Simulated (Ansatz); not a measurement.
**CH4O2: energy of protonation at one site in Python**

A script is to give the energy of protonation at one site; the system is CH4O2.

Computed with Ansatz 0.2.0 through its Python package. Level of theory: PBE0+D3(BJ)/6-31G*.

## (1) The structure

Bond lengths: O1–C2 1.386 Å, C2–O3 1.382 Å, O1–H4 0.989 Å, C2–H5 1.101 Å, C2–H6 1.097 Å, O3–H7 0.975 Å. Angles: O1–C2–O3 106.0°, O1–C2–H5 112.4°, O1–C2–H6 109.8°, O3–C2–H5 110.3°, O3–C2–H6 109.6°, H5–C2–H6 108.7°, C2–O1–H4 103.6°, C2–O3–H7 110.3°.

The script holds or builds the structure itself.

## (2) The script

Input file ch4o2.py:

```python
# -*- coding: utf-8 -*-
'''Proton affinity of CH4O2 at one site.'''

import ansatz as az
import numpy as np

BASIS = '6-31G*'
FUNCTIONAL = 'PBE0'
DISPERSION = 'd3bj'
CHARGE = 1
FORCE_TOL = 0.01


def main():
    geometry = (
        az.Crystal.molecule()
        .atom('O', (-1.1217, -0.5296, -0.0941))
        .atom('C', (-0.0663, 0.2548, 0.3434))
        .atom('O', (1.055, -0.5503, 0.288))
        .atom('H', (-1.0853, -0.4398, -1.0779))
        .atom('H', (0.0757, 1.1514, -0.2798))
        .atom('H', (-0.2412, 0.5704, 1.3796))
        .atom('H', (1.445, -0.525, -0.6049))
    )

    base = geometry.calculation()
    base = base.basis(gaussian=BASIS)
    base = base.functional(FUNCTIONAL, dispersion=DISPERSION)
    symbols = [site.symbol for site in geometry.cartesian_sites]
    start = np.array([site.position_ang for site in geometry.cartesian_sites], dtype=float)
    rep = base.relax(force_tolerance=0.01, max_steps=100).run().report
    end = np.array(rep['positions_ang'])

    # put the proton on the side away from the neighbours, slightly off axis
    away = sum((end[0] - end[j]) / np.linalg.norm(end[0] - end[j]) for j in [1, 3]) + np.array([0.15, 0.1, -0.2])
    proton = end[0] + 1.0 * away / np.linalg.norm(away)
    acid = az.Crystal.molecule()
    for symbol, place in zip(symbols, end):
        acid = acid.atom(symbol, place.tolist())
    acid = acid.atom('H', proton.tolist())
    protonated = (
        acid.calculation()
        .basis(gaussian=BASIS)
        .functional(FUNCTIONAL, dispersion=DISPERSION)
        .charge(CHARGE)
        .relax(force_tolerance=FORCE_TOL, max_steps=80)
    )
    after = protonated.run().report
    xyz = np.array(after['positions_ang'])
    reach = np.linalg.norm(xyz[:-1] - xyz[-1], axis=1)
    print(f'base {rep["free_energy_ev"]:.5f} eV, protonated {after["free_energy_ev"]:.5f} eV')
    print(f'the proton ends {reach.min():.3f} A from {symbols[reach.argmin()]}{reach.argmin()}')
    print(f'electronic proton affinity {23.060548 * (rep["free_energy_ev"] - after["free_energy_ev"]):.1f} kcal/mol')


if __name__ == '__main__':
    main()
```

## (3) The input behind the calls

The package turns the script's settings into the engine's input (first run):

```yaml
crystal:
  periodic: [false, false, false]
  atoms:
    - { symbol: O, position_ang: [-1.1217, -0.5296, -0.0941] }
    - { symbol: C, position_ang: [-0.0663, 0.2548, 0.3434] }
    - { symbol: O, position_ang: [1.055, -0.5503, 0.288] }
    - { symbol: H, position_ang: [-1.0853, -0.4398, -1.0779] }
    - { symbol: H, position_ang: [0.0757, 1.1514, -0.2798] }
    - { symbol: H, position_ang: [-0.2412, 0.5704, 1.3796] }
    - { symbol: H, position_ang: [1.445, -0.525, -0.6049] }
basis:
  gaussian:
    orbitals: "6-31G*"
hamiltonian:
  xc: pbe0
  dispersion: d3bj
relax:
  f_tol: 0.01
  max_steps: 100
```

## (4) The run

Started as:

```
$ python ch4o2.py
```

Without the output at hand: what should come out? Wanted: electronic proton affinity; moves of the relaxation of run 1; energy gained in run 1; last largest force component of run 1; moves of the relaxation of run 2; energy gained in run 2; last largest force component of run 2.

As calculated:

| quantity | value |
| --- | --- |
| electronic proton affinity | 193.4 kcal/mol |
| runs compared | 2 |
| moves of the relaxation of run 1 | 5 |
| energy gained in run 1 | 0.195 eV |
| last largest force component of run 1 | 0.0022 eV/Å |
| moves of the relaxation of run 2 | 11 |
| energy gained in run 2 | 0.774 eV |
| last largest force component of run 2 | 0.0077 eV/Å |

**Reading.** Run 1: The relaxation took 5 moves; the largest shift is 0.105 Å. Run 2: The relaxation took 11 moves; the largest shift is 0.432 Å, of atom 8 (H). The proton is put on one chosen atom, which needn't be the most basic site, so the molecule's proton affinity can be higher; the ends are stationary points, not checked by frequencies, and zero-point and thermal terms count only where printed.
